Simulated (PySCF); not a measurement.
**Löwdin shares of the frontier orbitals**

Species: trans-1-chloro-2-fluoroethylene, C2H2ClF.
Numbering: `[F:1]/[CH:2]=[CH:3]/[Cl:4]` (hydrogens: H5 on C2; H6 on C3)

Cartesian coordinates in Å at the GFN2-xTB level; atoms count from 1:
```
atom  x, y, z in Å
F1    -1.7404    0.5162   -0.0516
C2    -0.6422   -0.2457    0.0188
C3     0.5592    0.3033   -0.0315
Cl4    1.9802   -0.6414    0.0567
H5    -0.8657   -1.2971    0.1150
H6     0.7120    1.3667   -0.1291
```

Level of theory: PySCF 2.14.0, density-fitted response routines, TDDFT CAM-B3LYP/def2-SVPD, vertical, gas phase, core orbitals frozen in the response.

Kohn–Sham orbitals with the atoms that hold most of them (Löwdin shares over 4%, at most four atoms; ? is withheld):

```csv
orbital,ε (eV),atoms
HOMO-3,-12.95,"F1 57%, C2 19%, H5 12%, C3 8%"
HOMO-2,-12.24,"Cl4 59%, C3 24%, C2 8%, F1 7%"
HOMO-1,-10.76,"Cl4 80%, C3 12%"
HOMO,?,?
LUMO,0.78,?
LUMO+1,1.30,"Cl4 48%, C2 18%, C3 13%, F1 11%"
LUMO+2,1.69,"Cl4 45%, C3 20%, C2 20%, H6 6%"
```

Question: Give the leading atoms of the LUMO.

Answer: C2 (bonded to C, F and H) 35%; C3 (bonded to C, Cl and H) 34%; Cl4 (bonded to C) 10%; F1 (bonded to C) 8%. By element: carbon 69%, chlorine 10%, fluorine 8%.

Question: Give the leading atoms of the HOMO.

Answer: Cl4 (bonded to C) 32%; C3 (bonded to C, Cl and H) 27%; C2 (bonded to C, F and H) 25%; F1 (bonded to C) 12%. By element: carbon 52%, chlorine 32%, fluorine 12%.

Question: What is the HOMO energy, and the HOMO–LUMO gap?

Answer: ε(HOMO) = -8.90 eV; the gap is 9.68 eV (0.3555 hartree).

Question: How does S1 compare with the orbital gap of 9.68 eV?

Answer: S1 is at 6.43 eV (f = 0.0037), 3.24 eV below the gap, made of HOMO→LUMO+1 (89%), HOMO→LUMO+7 (8%). Its leading pair isn't HOMO and LUMO; the energies of that pair differ by 10.20 eV. Without the coupling terms of the response equations the lowest excitation would equal the gap.

Question: Give energy, strength and leading configuration of S1, S2, S5 and S6, and follow the Löwdin shares of the leading atoms from the occupied to the empty orbital.

Answer: 
- S1 (6.43 eV, f 0.0037), HOMO→LUMO+1 (89%): Cl4 32% → 48%, C3 27% → 13%, C2 25% → 18%
- S2 (6.81 eV, f 0.278), HOMO→LUMO (97%): Cl4 32% → 10%, C3 27% → 34%, C2 25% → 35%
- S5 (7.67 eV, f 0.0002), HOMO-1→LUMO (97%): Cl4 80% → 10%, C3 12% → 34%, C2 at most 4% → 35%
- S6 (8.15 eV, f 0.0045), HOMO-1→LUMO+1 (79%): Cl4 80% → 48%, C3 12% → 13%, C2 at most 4% → 18%
